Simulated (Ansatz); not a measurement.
Wavefunction ladder for C₃H₄F₂, SMILES `FC1(F)CC1`

Cartesian coordinates in Å:
```
F -0.078 -1.881 0.316
C 0.173 -0.710 -0.291
F 0.767 -0.940 -1.474
C 0.586 0.448 0.512
C -0.791 0.391 -0.168
H 0.617 0.326 1.587
H 1.325 1.114 0.088
H -0.946 1.020 -1.034
H -1.654 0.232 0.465
```

Total charge 0; spin multiplicity 1. The structure was optimised at the PBE0-D4/def2-TZVP level. Frozen core, restricted reference, Ansatz 0.2.0. CBS rows extrapolate triple and quadruple zeta; past MP2 they add the triple-zeta difference.

```csv
basis,HF (Eh),MP2 corr.,CCSD corr.,(T),CCSD(T) total
def2-SVP,-314.52163,-0.77079,-0.80434,?,?
def2-TZVPP,-314.89994,?,-1.01093,-0.03633,?
def2-QZVPP,-314.91369,?,–,–,–
CBS(def2),?,-1.12676,-1.14982,as TZ,?
```

Fill in the withheld values. (Estimate.)

The calculation gave: def2-SVP (T): -0.02010; def2-SVP CCSD(T) total: -315.34607; def2-TZVPP MP2 corr.: -0.98787; def2-TZVPP CCSD(T) total: -315.94720; def2-QZVPP MP2 corr.: -1.06765; CBS(def2) HF (Eh): -314.91558; CBS(def2) CCSD(T) total: -316.10173.
